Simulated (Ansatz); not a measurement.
A calculation with Ansatz (development build ahead of 0.2.0).

```yaml
crystal:
  periodic: [false, false, false]
  atoms:
    - { symbol: Si, position_ang: [0.0, 0.0, 0.0] }
    - { symbol: H, position_ang: [0.0, 0.0, 4.56] }
basis:
  gaussian: { orbitals: def2-SVP }
magnetization:
  spin_polarized: true
  initial_magnetization: 1
hamiltonian:
  xc: pbe0
output:
  forces: true
```

The input is written out in the form of the current development build from the run's settings.

The run gave:

```json
{
  "Converged": "yes",
  "Total energy": "-289.65246 hartree",
  "Spin squared of the determinant": "1.751",
  "Stability test": "minimum"
}
```

Forces (eV/Å):
```
atom     Fx     Fy      Fz
 Si1  0.000  0.000   0.015
  H2  0.000  0.000  -0.015
```

Caution: charge can spread falsely over distant fragments; the unrestricted determinant is a mixture of spin states.
